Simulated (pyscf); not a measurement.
Optimised with ωB97X-D3(BJ)/def2-SVP in PySCF. Correlated levels are frozen-core, on RHF or UHF. ΔMP2 is the change of the MP2 total energy from the triple- to the quadruple-zeta basis.

**Question.** What are the homolytic bond dissociation enthalpies (298 K) of `[BH2][CH3]` at CCSD(T)/def2-TZVPP + ΔMP2(QZVPP), weakest first?

**Answer.** C–H to H₂B–CH₂• + H•: 4.08 eV; B–H to [HB–CH₃]• + H•: 4.51 eV; B–C to BH₂• + CH₃•: 4.52 eV. Ring and multiple bonds, and those that leave no two simple radicals, are not listed. The radicals are drawn with the spin at the cut bond; how far it spreads was not checked. [HB–CH₃]• lies 0.45 eV over its isomer H₂B–CH₂•, and others may lie lower still (electronic energy, ωB97M-D3(BJ)). Other isomers of H₂B–CH₂• were not searched in full and may lie lower. The CCSD(T) − MP2 part came from Ansatz, without density fitting, on the same reference.
